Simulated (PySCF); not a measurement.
## EPR parameters of C4H7FN

Compound: C4H7FN (doublet state).
Structure used (GFN2-xTB), in Å, numbered top down from 1:
```
atom  x, y, z in Å
N1     2.3610    0.0140   -0.0268
C2     1.1305    0.1996   -0.6479
C3    -0.0743    0.4710    0.2311
C4    -0.8488   -0.6909    0.8015
C5    -1.4498    0.1571   -0.2699
F6    -1.5670   -0.3827   -1.5184
H7     2.2932    0.0408    0.9878
H8     1.2556    1.0133   -1.3872
H9     0.9420   -0.6835   -1.2863
H10    0.0261    1.3549    0.8511
H11   -0.5305   -1.6835    0.5204
H12   -1.2532   -0.6215    1.7992
H13   -2.2891    0.8120   -0.0724
```

The hyperfine couplings belong to this conformer and change with its torsions.

Identity: `[NH]C[C@@H]1C[C@@H]1F` [radical].

Theory: UKS B3LYP, pcH-1 on C F H N, non-relativistic, mean-field spin-orbit, GIAO (PySCF 2.14.0). One conformer (not necessarily the lowest) at the GFN2-xTB geometry, without solvent, vibrations or thermal averaging. A GFN2-xTB geometry isn't a minimum of the functional, and hyperfine couplings can be far from their values at a DFT geometry. The SCF solution wasn't tested for stability.

* g1, g2, g3: 2.00214, 2.00381, 2.00755
* g_iso: 2.00450
* Form of g: rhombic: the two nearest values differ by 31 % of g3 − g1
* ⟨S²⟩: 0.7535 (exact 0.7500)
* α and β electrons: 24, 23

Hyperfine couplings atom by atom, in MHz; T1 to T3 are the principal values of the dipolar part; ρ(0) is the spin density at the nucleus:

```json
{"atom": "N1", "isotope": "14N", "a_iso": "31.2", "T1": "-43.7", "T2": "-42.8", "T3": "86.5", "Mulliken spin population": "0.96", "ρ(0) (bohr⁻³)": "0.0965"}
{"atom": "C2", "isotope": "13C", "a_iso": "-38.6", "T1": "-5.4", "T2": "1.5", "T3": "3.8", "Mulliken spin population": "-0.08", "ρ(0) (bohr⁻³)": "-0.0344"}
{"atom": "C3", "isotope": "13C", "a_iso": "-3.0", "T1": "-1.0", "T2": "-0.8", "T3": "1.9", "Mulliken spin population": "0.01", "ρ(0) (bohr⁻³)": "-0.0026"}
{"atom": "C4", "isotope": "13C", "a_iso": "0.1", "T1": "-0.4", "T2": "-0.3", "T3": "0.8", "Mulliken spin population": "0.00", "ρ(0) (bohr⁻³)": "0.0001"}
{"atom": "C5", "isotope": "13C", "a_iso": "-0.9", "T1": "-0.4", "T2": "-0.2", "T3": "0.6", "Mulliken spin population": "0.00", "ρ(0) (bohr⁻³)": "-0.0008"}
{"atom": "F6", "isotope": "19F", "a_iso": "6.0", "T1": "-3.8", "T2": "-3.5", "T3": "7.3", "Mulliken spin population": "0.00", "ρ(0) (bohr⁻³)": "0.0014"}
{"atom": "H7", "isotope": "1H", "a_iso": "-59.9", "T1": "-52.8", "T2": "-8.7", "T3": "61.5", "Mulliken spin population": "-0.03", "ρ(0) (bohr⁻³)": "-0.0134"}
{"atom": "H8", "isotope": "1H", "a_iso": "162.1", "T1": "-7.3", "T2": "-3.9", "T3": "11.2", "Mulliken spin population": "0.07", "ρ(0) (bohr⁻³)": "0.0363"}
{"atom": "H9", "isotope": "1H", "a_iso": "179.4", "T1": "-7.6", "T2": "-3.6", "T3": "11.2", "Mulliken spin population": "0.08", "ρ(0) (bohr⁻³)": "0.0401"}
{"atom": "H10", "isotope": "1H", "a_iso": "-0.4", "T1": "-3.0", "T2": "-2.8", "T3": "5.8", "Mulliken spin population": "0.00", "ρ(0) (bohr⁻³)": "-0.0001"}
{"atom": "H11", "isotope": "1H", "a_iso": "-0.1", "T1": "-2.2", "T2": "-1.7", "T3": "3.9", "Mulliken spin population": "0.00", "ρ(0) (bohr⁻³)": "0.0000"}
{"atom": "H12", "isotope": "1H", "a_iso": "0.9", "T1": "-1.1", "T2": "-1.0", "T3": "2.1", "Mulliken spin population": "0.00", "ρ(0) (bohr⁻³)": "0.0002"}
{"atom": "H13", "isotope": "1H", "a_iso": "-0.4", "T1": "-0.8", "T2": "-0.7", "T3": "1.5", "Mulliken spin population": "0.00", "ρ(0) (bohr⁻³)": "-0.0001"}
```

The largest Mulliken spin populations are on N1 (+0.96), C2 (-0.08), H9 (+0.08) and H8 (+0.07). N1 is the only atom above +0.15. The positive populations add up to 1.12 and the negative ones to -0.12, together 2S = 1.

Under fast tumbling the dipolar parts average out, and these isotropic splittings remain: 1 × 1H (H9, I = 1/2, 2 lines) with 6.39 mT, 1 × 1H (H8, I = 1/2, 2 lines) with 5.78 mT, 1 × 1H (H7, I = 1/2, 2 lines) with 2.13 mT, 1 × 14N (N1, I = 1, 3 lines) with 1.11 mT, 1 × 19F (F6, I = 1/2, 2 lines) with 0.21 mT and 1 × 1H (H12, I = 1/2, 2 lines) with 0.03 mT.

The 13C coupling of C2 (-38.6 MHz) shows only in satellite lines or after enrichment, since that isotope makes up about 1.07 % of natural carbon.

On an Arm Neoverse V2 with one thread, shared host with 96 logical CPUs at a one-minute load of 71, this took 35 s wall (with the writing of density and orbital grids) and 0.80 GiB of memory at its peak.
